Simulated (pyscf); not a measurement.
## Routes from HO–Si(OH)(OH)–OH (SMILES O[Si](O)(O)O) + OH• (SMILES [OH])

Candidate steps break at most two bonds and form at most two. Each was searched with GFN2-xTB (tblite) first. Structures and frequencies: ωB97X-D3(BJ)/def2-SVP in PySCF. Energies: ωB97M-D3(BJ)/def2-TZVP, kcal/mol, from the separated reactants, doublet surface; ΔG‡ with ideal gas, 1 atm, RRHO with modes under 100 cm⁻¹ raised to 100, one conformer, R ln 2 for chiral ones without a mode under 150 cm⁻¹.

```csv
products,type,ΔE‡,ΔE,ΔG‡ 298 K,ΔG‡ 900 K,ν‡ (cm⁻¹)
HO–Si(OH)(OH)–OH + OH•,substitution at Si,6.1,0.0,18.7,41.0,149i
•O–Si(OH)(OH)–OH + H₂O,hydrogen abstraction,8.6,+3.7,15.6,33.5,1698i
```

Row 1: On the reactant side the descent ends in a complex (not fully relaxed), 7.7 kcal/mol under the separated species and 13.5 kcal/mol under the saddle at ωB97X-D3(BJ)/def2-TZVP. On the product side the descent ends in a complex (not fully relaxed), 7.7 kcal/mol under the separated species and 13.5 kcal/mol under the saddle at ωB97X-D3(BJ)/def2-TZVP. Row 2: On the reactant side the descent ends in a complex (not fully relaxed), 6.9 kcal/mol under the separated species and 15.2 kcal/mol under the saddle at ωB97X-D3(BJ)/def2-TZVP. On the product side the descent ends in a complex, 7.5 kcal/mol under the separated species and 12.0 kcal/mol under the saddle at ωB97X-D3(BJ)/def2-TZVP. 

Plain bond fissions and candidates not yet searched are not listed, and one of them may be faster. Each barrier is that of the saddle found; lower ones may exist. Left out: orbital degeneracy and the spin-orbit lowering of OH.
